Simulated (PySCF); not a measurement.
NaH₂⁻, singlet: structure and spectrum

Method: PBE0/[Na def2-TZVPD, H def2-TZVPD], no relativity, density fitting, PySCF.

The structure is a minimum.

Z-matrix (Å, degrees; charge -1 multiplicity 1):
```
Na
H  1 2.0651
H  1 2.0651 2 180.00
```

| Quantity | Value |
| --- | --- |
| Point group | D∞h |
| Bond lengths | Na–H 2.065 Å (×2) |
| Bond angles | H–Na–H 180.0° |
| Entropy at 298.15 K and 1 bar | 203.1 J/(mol K) |
| Rotational constants | 1.961 cm⁻¹ |
| Principal quadrupole moments (Buckingham, traceless) about the centre of mass | -30.99, 15.49, 15.49 D Å |
| Rotational symmetry number | 2 |
| Principal polarisabilities | 66.1, 74.6, 74.6 bohr³ |
| Highest occupied level | -0.60 eV |
| Zero-point energy | 14.1 kJ/mol |
| Dipole moment about the centre of mass | 0.00 D |
| Enthalpy at 298.15 K above 0 K | 11.15 kJ/mol |
| Heat capacity Cp at 298.15 K | 47.5 J/(mol K) |
| Lowest empty level | 2.58 eV |

Harmonic modes (masses in u: Na 22.990, H 1.008):
```tsv
symmetry	ω (cm⁻¹)	IR (km/mol, summed over degenerate members)
πu	308	1769
σu+	852	1162
σg+	891	0.0
```

In D∞h the vibrations span πu + σu+ + σg+. The σg+ mode carries no infrared intensity, as symmetry demands. With a centre of inversion only u modes can be infrared active and only g modes Raman active.

Charges (e); Mulliken and Löwdin values are unreliable with diffuse functions:
```csv
atom,Mulliken,Löwdin,polar tensor,Mayer order to Na1
Na1,-0.30,-0.44,0.44,–
"H2,3",-0.35,-0.28,-0.72,0.86
```

Mulliken populations on Na1: s 4.68, p 6.54, d 0.07.

Counting electrons, sodium keeps none of its valence electrons outside its bonds, so the VSEPR class is AX2 and the expected shape is linear (D∞h), as computed.

This need not be the most stable arrangement of these atoms. The lowest empty level of this anion is unbound, so it and the gap depend on the basis.

The final relaxation and frequency run took 3.1 s on 2 threads of a shared Arm Neoverse V2 host, with 53 basis functions and 6 gradients; the process peaked at 0.56 GiB. Launch command: `OMP_NUM_THREADS=2 python axn.py task.json out`.
